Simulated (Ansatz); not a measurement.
Abridged output of a molecular run in Ansatz:

```
Functional definition: HF
803 factors; integrals over basis functions are off by at most 1.5e-3 eV
mean field evaluation 1: about -13963.4273 eV, gradient 2.1e1 eV
mean field evaluation 2: about -13963.4334 eV, gradient 2.1e1 eV
mean field evaluation 4: about -13965.0132 eV, gradient 2.7e0 eV
mean field evaluation 8: about -13965.0372 eV, gradient 3.1e-4 eV
mean field evaluation 32: about -13957.6720 eV, gradient 6.3e-4 eV
mean field -13965.03715682 eV, -513.2056496710 hartree, gradient 2.1e-6 eV, S^2 0.000000; 0 other end points of the search recorded, 0 dependent functions left out; unrestricted orbitals would lower it
8 core orbitals not correlated: weight in the atoms' cores, before any rotation towards them, 1.000 or more for the frozen orbitals, at most 0.000 for the correlated occupied ones
reference -13965.03715682 eV, -513.2056496710 hartree; 11, 11 occupied and 61, 61 virtual orbitals, 803 factors
second order -14.22356982 eV of doubles, -0.00000000 eV of singles
cycle   1  -14.76472597 eV  change   -5.4e-1 eV  update   1.0e-1
cycle   2  -15.22834722 eV  change   -4.6e-1 eV  update   3.5e-2
cycle   3  -15.35455812 eV  change   -1.3e-1 eV  update   2.1e-2
cycle   4  -15.35272214 eV  change    1.8e-3 eV  update   6.8e-3
cycle   5  -15.35391378 eV  change   -1.2e-3 eV  update   3.3e-3
cycle   6  -15.35378439 eV  change    1.3e-4 eV  update   9.0e-4
cycle   7  -15.35355150 eV  change    2.3e-4 eV  update   4.1e-4
cycle   8  -15.35359607 eV  change   -4.5e-5 eV  update   1.2e-4
cycle   9  -15.35358654 eV  change    9.5e-6 eV  update   3.3e-5
cycle  10  -15.35357020 eV  change    1.6e-5 eV  update   1.4e-5
perturbative correction -0.63377104 eV, -0.0232906560 hartree
Total energy: -13981.02449806 eV, -513.7931736249 hartree
```

Its atoms:

```xyz
8

C     1.1312    0.0401    0.5693
C    -0.1988    0.0765    0.4491
C    -0.8521   -0.0906   -0.8257
S    -2.4517   -0.0610   -1.0642
H     1.7677   -0.1177   -0.2955
H     1.6210    0.1657    1.5274
H    -0.8393    0.2341    1.3114
H    -0.1779   -0.2471   -1.6719
```

(1) Which basis set was used?
A. def2-QZVPP
B. def2-SVPD
C. cc-pV(Q+d)Z
D. def2-SVP

(2) Write the keys of the input that set method, charge and spin (a neutral closed shell needs none for the last two).

Answers

(1) D. It gives 80 functions.

(2) 
```yaml
correlation: {method: ccsd_t}
```
